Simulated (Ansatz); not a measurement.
**Reading a saddle point**

A first-order saddle point of H₃S, doublet, PBE0-D4/def2-TZVP, with one imaginary mode of 688i cm⁻¹:

```csv
atom,x (Å),y (Å),z (Å)
H1,-0.4804,-0.0433,-0.2167
S2,0.2427,0.9620,0.4236
H3,-1.0581,-1.0667,-0.8019
H4,1.2958,0.1480,0.5951
```

Program: Ansatz 0.2.0. Basis: def2-TZVPP and def2-QZVPP. Cores are frozen in the correlated methods; orbitals are unrestricted. Extrapolation: Hartree–Fock as exp(−7.88 √X), correlation as X^−2.97.

Which contacts change along the imaginary mode, and what lies on either side? (A judgement: the text doesn't fix the answer.)

The calculation gives: The step is H₂S + H → HS + H₂, with the molecules in contact on both sides. Shortening one way: H1–H3; lengthening the same way: H1–S2.
| pair | one side (Å) | saddle (Å) | other side (Å) |
| --- | --- | --- | --- |
| H1–H3 | 2.64 | 1.31 | 0.75 |
| H1–S2 | 1.34 | 1.39 | 3.21 |

Which side is lower, and how far does the saddle lie above each? (Judge from chemistry; the value comes from the calculation.)

The calculation gives: The side with H1–H3 short is lower by 0.598 eV; the saddle lies 0.752 eV above it and 0.154 eV above the other (CCSD(T) at an estimated basis limit (MP2 extrapolated from triple and quadruple zeta, plus CCSD(T) − MP2 in triple zeta); electronic energies).

T1 diagnostic: at most 0.014. ⟨S²⟩ of the unrestricted Hartree–Fock references: 0.75 to 0.77 (a pure state has 0.75).

For scale, one of the runs: CCSD(T)/def2-TZVPP, 84 basis functions (an equivalent command: `ansatz run in.yaml --threads 2`). Hardware: 2 CPU threads, shared host. Wall time about 2.1 s.
